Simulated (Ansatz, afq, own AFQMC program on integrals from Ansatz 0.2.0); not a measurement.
# BSiH3, singlet: energetics from AFQMC and coupled cluster

```xyz
5

Si    0.0091    0.0000    0.6016
B     0.0825    0.0000   -1.2150
H    -0.6559   -0.9412   -0.6669
H    -0.6559    0.9412   -0.6669
H     0.1724    0.0000   -2.3958
```

Geometry: a PBE0/def2-TZVP stationary point, not shown to be a minimum. Basis aug-cc-pVDZ. Noble-gas cores (and the filled d shells of Ga–Kr and In–Xe) are frozen. Ansatz 0.2.0 and our own AFQMC program on the same integrals; the CISD trial comes from CCSD amplitudes, and released means the phaseless constraint is let go. ± is one standard error of the sampling.

Best estimates are CCSD(T) at the basis-set limit (def2-TZVPP/QZVPP) plus the step from CCSD(T) to the highest rung at hand in aug-cc-pVDZ, named in the table (released AFQMC can keep some 10 meV of bias). No zero-point, core-correlation or spin–orbit terms. Other levels are in aug-cc-pVDZ, the functionals in def2-TZVP; a dash marks a level that is missing or breaks spin symmetry for a member.

Cautions: BSiH₃ (singlet): the released energies are still falling, so no released level is given (meV from the phaseless value at times in 1/Eh: 0 ± 3 at 0.24, -2 ± 4 at 0.50, -9 ± 3 at 1.00, -12 ± 4 at 1.50), though the last usable value meets CCSDT(Q) within the noise; BSiH₃⁺ (doublet): unrestricted determinant slightly spin contaminated (⟨S²⟩ 0.82 against 0.75).

```csv
process,B3LYP (eV)
"to charge +1, doublet (vertical)",9.05
to free atoms,14.80
```

**Question.** From these values, estimate the best estimates.

**Answer.** 
```csv
process,best estimate (eV),highest rung
"to charge +1, doublet (vertical)",9.19,CCSDT(Q)
to free atoms,14.81,CCSDT(Q)
```

Errors against the best estimates in eV, in the same order:

| level | error, 1 | error, 2 |
| --- | --- | --- |
| MP2 | -0.15 | -1.14 |
| CCSD(T) | -0.18 | -1.17 |
| ph-AFQMC/CISD | -0.18 ± 0.007 | -1.15 ± 0.005 |
| CCSD(T)/CBS | 0.00 | -0.02 |
| PBE | -0.17 | 0.21 |
| r2SCAN | -0.22 | 0.20 |
| PBE0 | -0.18 | 0.04 |
| B3LYP | -0.14 | -0.01 |
| wB97M-V | -0.09 | 0.23 |
| B2PLYP | -0.17 | -0.16 |

Cost at the first geometry (cards were shared with other jobs): PBE0/aug-cc-pVDZ, 1.7 s on 1 thread of AMD EPYC 7R13 Processor (Zen 3) (shared host); RCCSD(T)/aug-cc-pVDZ, 3.3 s on 1 × NVIDIA H100 80GB HBM3 with 1 thread of AMD EPYC 7R13 Processor (Zen 3), with other jobs on the host; CCSDT(Q), 4.4 s on 1 × NVIDIA H100 80GB HBM3 with 1 thread of AMD EPYC 7R13 Processor (Zen 3), on a shared host; ph-AFQMC/CISD with release, 82 s on 1 × NVIDIA H100 80GB HBM3 with 2 threads of AMD EPYC 7R13 Processor (Zen 3), on a shared host.

Best estimates are given only where the step beyond CCSD(T) is under 0.3 eV and no member's determinant is very poor (T1 over 0.05, or 0.07 for open shells, ⟨S²⟩ too high by 0.3, two states mixed), so the hardest cases are missing from such tables.

The functionals ran in a triple-zeta set and keep a basis error of their own, a few kJ/mol for each bond in atomization energies and more for double hybrids, so close places among them and the extrapolated levels can swap.

CCSDT and higher add their correlation energy to the determinant of the CCSD(T) run, since their own runs factorise the integrals more tightly (a shift of under 2 meV). Each member of a difference takes its own highest rung, so a best estimate needn't equal the limit plus the step of one row. A walk keeps the symmetry of its determinant, which the program's search chose and which needn't be the lowest solution, so a lower state of the same spin and another symmetry isn't excluded.
